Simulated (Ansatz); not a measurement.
System: CH$_{2}$F, charge 0, doublet. CH2F (SMILES [CH2]F, doublet).
B3LYP-D3(BJ)/def2-TZVP minimum from Ansatz (a program for electronic structure):
```xyz
4

C     -0.0106     0.4978     0.4277
F      0.0121    -0.4855    -0.4825
H     -0.9803     0.6938     0.8618
H      0.9347     0.6892     0.9145
```
Charge 0, spin multiplicity 2.

Quantity: atomisation energy (electronic, to ground-state atoms), in kJ/mol. Radicals and triplets start from unrestricted determinants; spin-orbit coupling is neglected. CBS(X,Y): correlation extrapolated as X^-3, Hartree-Fock from the larger set (Q,5: extrapolated as (X+1)exp(-9√X)). A bracket is a step between two methods taken in the basis named. Functionals run without relativity, which enters their misses. Double hybrids freeze cores in their MP2 part. '+ core + X2C': CCSD(T) terms for core correlation (cc-pwCVTZ) and scalar relativity (cc-pVTZ-DK). Where a partner has so few electrons that a lower coupled-cluster level is exact, that level stands in.

CCSD(T)/CBS(cc-pVQZ,cc-pV5Z) + [CCSDT(Q) - CCSD(T)]/cc-pVTZ + core + X2C (Ansatz) gives 1313.9 kJ/mol.

### Question
How far off this value is PBE/def2-TZVPD (Ansatz), in which direction, and which of these levels come nearer: r2SCAN/def2-TZVPD, B3LYP/def2-TZVPD, PBE0/def2-TZVPD, wB97M-V/def2-TZVPD, B2PLYP/def2-TZVPD, CCSD(T)/CBS(cc-pVQZ,cc-pV5Z) + core + X2C?

### Answer
PBE gives 1359.1 kJ/mol, 45.2 kJ/mol above it. Differences of the others: r2SCAN/def2-TZVPD (Ansatz) 17.9; B3LYP/def2-TZVPD (Ansatz) 5.4; PBE0/def2-TZVPD (Ansatz) 8.6; wB97M-V/def2-TZVPD (Ansatz) 0.9; B2PLYP/def2-TZVPD (Ansatz) -9.3; CCSD(T)/CBS(cc-pVQZ,cc-pV5Z) + core + X2C (Ansatz) -0.4 kJ/mol. Nearer than PBE: r2SCAN/def2-TZVPD, B3LYP/def2-TZVPD, PBE0/def2-TZVPD, wB97M-V/def2-TZVPD, B2PLYP/def2-TZVPD, CCSD(T)/CBS(cc-pVQZ,cc-pV5Z) + core + X2C.
